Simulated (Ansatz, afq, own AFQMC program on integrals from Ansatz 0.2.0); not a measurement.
# Where AFQMC and coupled cluster stand for AlH$_{4}$⁺, singlet

```yaml
atoms:
  - { symbol: Al, position_ang: [0.0000, 0.0000, -0.1186] }
  - { symbol: H, position_ang: [0.0000, -0.3848, 1.9224] }
  - { symbol: H, position_ang: [0.0000, 0.3848, 1.9224] }
  - { symbol: H, position_ang: [0.0000, 1.5369, -0.3348] }
  - { symbol: H, position_ang: [0.0000, -1.5369, -0.3348] }
```

Basis 6-31G. Only valence electrons are correlated. AFQMC by an in-house program on the Cholesky factors that Ansatz 0.2.0 writes for its CCSD(T) run. The CISD trial takes its coefficients from CCSD amplitudes. Released means that phaseless walkers are propagated on without the constraint, phases kept. Free AFQMC starts from the CCSD state and is never constrained. Its projection time is finite, and what remains of the start isn't in its error. Uncertainties: one standard error, sampling alone.

Determinant: RHF, the one that the program's search chose, which needn't be the lowest solution. The geometry is a point of a scan.

Full CI on the same integrals is exact in this basis and with this determinant's frozen core.

The T1 diagnostic is 0.0091 and the weight of the determinant in the CISD state is 0.950. The size of the correlated space is 6 electrons in 16 orbitals.

```csv
level,correlation energy (eV)
MP2,-1.3118
CCSD,-1.8746
CCSD(T),-1.8874
```

(1) Estimate where free-projection AFQMC lies against CCSD(T) on the same integrals.

(1) 7.6 ± 0.3 meV below CCSD(T).

Reference: full CI, correlation energy -1.895 eV. The released energy is read at 2.40 1/Eh (meV from the phaseless value at times in 1/Eh: 0.3 ± 0.7 at 0.24, 0.0 ± 0.5 at 0.51, 0.1 ± 0.4 at 0.99, 0.1 ± 0.3 at 1.62, 0.3 ± 0.3 at 2.40).

```json
{"level": "CCSD(T)", "E − E(reference) (meV)": "7.7", "share of correlation (%)": "99.59"}
{"level": "CCSDT", "E − E(reference) (meV)": "0.9", "share of correlation (%)": "99.95"}
{"level": "CCSDT(Q)", "E − E(reference) (meV)": "0.3", "share of correlation (%)": "99.98"}
{"level": "CCSDTQ", "E − E(reference) (meV)": "0.0", "share of correlation (%)": "100.00"}
{"level": "ph-AFQMC/HF", "E − E(reference) (meV)": "-29.3 ± 11.7", "share of correlation (%)": "101.54"}
{"level": "ph-AFQMC/CISD", "E − E(reference) (meV)": "0.1 ± 0.7", "share of correlation (%)": "99.99"}
{"level": "released AFQMC", "E − E(reference) (meV)": "0.4 ± 0.3", "share of correlation (%)": "99.98"}
{"level": "free AFQMC", "E − E(reference) (meV)": "0.1 ± 0.3", "share of correlation (%)": "99.99"}
```

CCSDT and higher add their correlation energy to the determinant of the CCSD(T) run, since their own runs factorise the integrals more tightly (a shift of under 2 meV). Free projections are given only where their last times agree within the noise and don't stop above the reference; a slow remainder of the start can still hide under it. A walk keeps the symmetry of its determinant, which the program's search chose and which needn't be the lowest solution, so a lower state of the same spin and another symmetry isn't excluded. Released energies are given only where the last usable release times agree within the noise; a slower fall can still hide under it.
